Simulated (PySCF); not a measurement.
## How the functional moves excitation energies

Species: octatetraene, C8H10.
Geometry (PBE0-D3(BJ)/def2-SVP, Å), atoms numbered from 1 in this order:
```
atom  x, y, z in Å
C1     3.531    1.219   -1.703
C2     2.694    1.059   -0.664
C3     1.389    0.447   -0.752
C4     0.549    0.288    0.299
C5    -0.751   -0.321    0.214
C6    -1.590   -0.480    1.265
C7    -2.895   -1.092    1.177
C8    -3.730   -1.252    2.217
H9     3.257    0.881   -2.707
H10    4.509    1.689   -1.583
H11    3.002    1.410    0.329
H12    1.071    0.092   -1.741
H13    0.869    0.643    1.286
H14   -1.071   -0.676   -0.774
H15   -1.271   -0.126    2.253
H16   -3.204   -1.443    0.185
H17   -3.455   -0.915    3.222
H18   -4.709   -1.723    2.099
```

Linear-response calculations in the def2-SVPD basis (PySCF; singlets by full response, triplets Tamm–Dancoff, core orbitals frozen in the response; HF means time-dependent Hartree–Fock). 'Strongest' is the level of largest summed f among the singlets computed (10 roots, of which the last may lack a degenerate partner); it can jump between rows when another state enters that window. S1 is the lowest singlet of each run and needn't be the same state throughout; f(S1) is that of one state. Geometry: PBE0-D3(BJ)/def2-SVP, one conformer, isolated molecule.

```json
{"functional": "LDA", "kind": "LDA", "S1 (eV)": "3.83", "f(S1)": "1.373", "strongest (eV)": "3.83", "T1 (eV)": "2.14", "HOMO (eV)": "-5.34", "gap (eV)": "2.48", "ionisation energy, ΔSCF (eV)": "7.67"}
{"functional": "PBE", "kind": "GGA", "S1 (eV)": "3.84", "f(S1)": "1.377", "strongest (eV)": "3.84", "T1 (eV)": "2.02", "HOMO (eV)": "-5.13", "gap (eV)": "2.50", "ionisation energy, ΔSCF (eV)": "7.41"}
{"functional": "B3LYP", "kind": "global hybrid, 20% exact exchange", "S1 (eV)": "4.02", "f(S1)": "1.485", "strongest (eV)": "4.02", "T1 (eV)": "2.06", "HOMO (eV)": "-5.74", "gap (eV)": "3.74", "ionisation energy, ΔSCF (eV)": "7.44"}
{"functional": "PBE0", "kind": "global hybrid, 25% exact exchange", "S1 (eV)": "4.09", "f(S1)": "1.508", "strongest (eV)": "4.09", "T1 (eV)": "2.02", "HOMO (eV)": "-5.92", "gap (eV)": "4.08", "ionisation energy, ΔSCF (eV)": "7.45"}
{"functional": "BHandHLYP", "kind": "global hybrid, 50% exact exchange", "S1 (eV)": "4.28", "f(S1)": "1.632", "strongest (eV)": "4.28", "T1 (eV)": "2.04", "HOMO (eV)": "-6.58", "gap (eV)": "5.72", "ionisation energy, ΔSCF (eV)": "7.29"}
{"functional": "CAM-B3LYP", "kind": "range-separated hybrid", "S1 (eV)": "4.25", "f(S1)": "1.557", "strongest (eV)": "4.25", "T1 (eV)": "2.12", "HOMO (eV)": "-6.99", "gap (eV)": "6.17", "ionisation energy, ΔSCF (eV)": "7.53"}
{"functional": "wB97X-D", "kind": "range-separated hybrid", "S1 (eV)": "4.27", "f(S1)": "1.562", "strongest (eV)": "4.27", "T1 (eV)": "2.18", "HOMO (eV)": "-7.52", "gap (eV)": "7.28", "ionisation energy, ΔSCF (eV)": "7.51"}
{"functional": "LC-wPBE", "kind": "range-separated hybrid", "S1 (eV)": "4.49", "f(S1)": "1.592", "strongest (eV)": "4.49", "T1 (eV)": "2.11", "HOMO (eV)": "-8.21", "gap (eV)": "8.36", "ionisation energy, ΔSCF (eV)": "7.65"}
{"functional": "HF", "kind": "Hartree–Fock", "S1 (eV)": "4.54", "f(S1)": "1.856", "strongest (eV)": "4.54", "T1 (eV)": "1.78", "HOMO (eV)": "-7.55", "gap (eV)": "9.23", "ionisation energy, ΔSCF (eV)": "not settled"}
```

S1 runs from 3.83 eV (LDA) to 4.54 eV (HF), a spread of 0.71 eV, while the orbital gap spreads over 6.7 eV. Along PBE (0%), B3LYP (20%), PBE0 (25%), BHandHLYP (50%), HF (100%) S1 rises with the share of exact exchange. −ε(HOMO) comes closest to its own ΔSCF ionisation energy with wB97X-D (+0.01 eV) and misses most with LDA (-2.33 eV). The lowest singlet of a reference set is 1Bu(π→π*) at 4.94 eV (computed, CC3/TZVP, gas; arXiv:2401.06101 (2024), CC3 reference column of Thiel's set). The lowest computed singlet differs from it by HF -0.40, LC-wPBE -0.45, BHandHLYP -0.66, wB97X-D -0.67, CAM-B3LYP -0.69, PBE0 -0.85, B3LYP -0.92, PBE -1.10, LDA -1.11 eV; geometry and basis of the reference needn't be the same. The lowest triplet of a reference set is 3Bu(π→π*) at 2.30 eV (computed, CC3/TZVP, gas; arXiv:2401.06101 (2024), CC3 reference column of Thiel's set). The lowest computed triplet differs from it by wB97X-D -0.12, LDA -0.16, CAM-B3LYP -0.18, LC-wPBE -0.19, B3LYP -0.24, BHandHLYP -0.26, PBE -0.28, PBE0 -0.28, HF -0.52 eV; geometry and basis of the reference needn't be the same. 'Not settled' means that the ion's SCF failed to converge or may have ended in another state than the lowest.
